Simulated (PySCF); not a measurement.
## Stretching AlO⁺

Set-up: Al def2-SVPD, O def2-SVPD; no relativity (PySCF 2.14). Energies in eV from Al⁺ + O in their ground configurations at the same level. State: ³Π (triplet), unpaired electrons σ ↑, π ↑.

| R (Å) | PBE | UHF-MP2 |
| --- | --- | --- |
| 1.522 | -0.524 | -0.178 |
| 1.593 | -1.105 | -0.744 |
| 1.664 | -1.433 | -1.044 |
| 1.717 | -1.558 | -1.141 |
| 1.770 | -1.607 | -1.157 |
| 1.823 | -1.599 | -1.106 |
| 1.894 | -1.527 | -0.943 |
| 1.982 | -1.374 | -0.581 |
| 2.089 | -1.150 | -0.218 |
| 2.230 | -0.851 | -0.022 |

Put a parabola through the three lowest points of the PBE curve and estimate Re, k and ωe (reduced mass 10.04 u; 1 eV/Å² = 0.16022 mdyn/Å; ωe = 1302.8·√(k/μ) cm⁻¹).

Through R = 1.717, 1.77, 1.823 Å the second-order coefficient is 10.1 eV/Å², so Re ≈ 1.789 Å, k ≈ 3.25 mdyn/Å and ωe ≈ 741 cm⁻¹. A polynomial fit of higher order to the unrounded PBE energies gives Re = 1.788 Å, k = 2.90 mdyn/Å, ωe = 700 cm⁻¹; anharmonicity and rounding make the difference.

The higher-order fit for each curve: PBE: Re = 1.788 Å, ωe = 700 cm⁻¹, De = 1.61 eV; UHF-MP2: Re = 1.755 Å, ωe = 818 cm⁻¹, De = 1.16 eV.

Correlated steps freeze 6 core orbitals. Correlated levels converge slowly with the basis: in double zeta they bind strong bonds too weakly, by up to about 1 eV, and carry superposition errors of some tenths. For an ion De counts to the pair picked by the measured ionisation energies or electron affinities, which need not be the lowest pair at this level. The state was picked by a PBE0 search and need not be the measured ground state.
